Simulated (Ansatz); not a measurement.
# Barium, bcc: convergence with Fermi-Dirac smearing

Computed with Ansatz, LDA, scalar-relativistic PAW, on the relaxed cell (a = 4.758 Å; spin not included). Errors count from a run at 420 eV on a Γ-centred 15×15×15 mesh with Fermi-Dirac smearing of 0.1 eV, extrapolated to zero width. Fixed here: cutoff 420 eV, mesh 9×9×9. The SCF starts from atomic densities corrected by a trained network.

```
width (eV)  E(σ→0) error (meV/atom)  F error (meV/atom)  P (GPa)  SCF iterations
      0.01                      1.9                 1.7    -0.05               6
      0.03                      2.0                -0.4    -0.05               6
       0.1                      0.6               -20.4    -0.02               6
       0.2                      9.8               -89.9     0.09               6
       0.3                     18.7              -220.1     0.27               6
       0.6                    -59.3              -896.4     0.88               6
       1.0                   -338.8             -2216.5     1.84               6
```
